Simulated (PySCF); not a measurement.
Isomers of C2H3F3O, mass 100.014 u with the commonest isotopes. Method used: PySCF 2.14.0, PBE0-D3(BJ)/def2-SVP geometry optimisation, gas phase. One conformer each, none proved a minimum here; rigid rotors.

Question: Order these by out-of-plane moment Σ m c² = (Ia + Ib − Ic)/2, largest first.
A. trifluoromethoxymethane (`COC(F)(F)F`)
B. `[OH:1][CH2:2][C:3]([F:4])([F:5])[F:6]` with H–O1–C2–C3 -61°
C. `[F:1][CH2:2][O:3][CH:4]([F:5])[F:6]` with F1–C2–O3–C4 -71°, C2–O3–C4–F5 -72°

Answer: B (46.17 u·Å²), A (45.31 u·Å²), C (21.50 u·Å²).

Question: Order these by radius of gyration √(Σ m r²/M), smallest first.
A. `[OH:1][CH2:2][C:3]([F:4])([F:5])[F:6]` with H–O1–C2–C3 -61°
B. `[F:1][CH2:2][O:3][CH:4]([F:5])[F:6]` with F1–C2–O3–C4 -71°, C2–O3–C4–F5 -72°
C. `COC(F)(F)F` (trifluoromethoxymethane)

Answer: C (1.450 Å), A (1.499 Å), B (1.658 Å).

Question: Order these by rotational constant C, smallest first.
A. `[F:1][CH2:2][O:3][CH:4]([F:5])[F:6]` with F1–C2–O3–C4 -71°, C2–O3–C4–F5 -72°
B. `[OH:1][CH2:2][C:3]([F:4])([F:5])[F:6]` with H–O1–C2–C3 -61° (2,2,2-trifluoroethanol)
C. trifluoromethoxymethane, `COC(F)(F)F`

Answer: A (1993 MHz), B (2832 MHz), C (3065 MHz).

```csv
SMILES,point group,Ia (u·Å²),Ib (u·Å²),Ic (u·Å²),κ,μa (D),μb (D),μc (D)
FCOC(F)F,C1,69.91,226.69,253.59,-0.91,1.31,0.95,0.02
COC(F)(F)F,–,91.88,163.65,164.91,-0.98,2.34,0.48,0.01
OCC(F)(F)F,–,94.27,176.52,178.45,-0.98,0.71,0.72,1.22
```
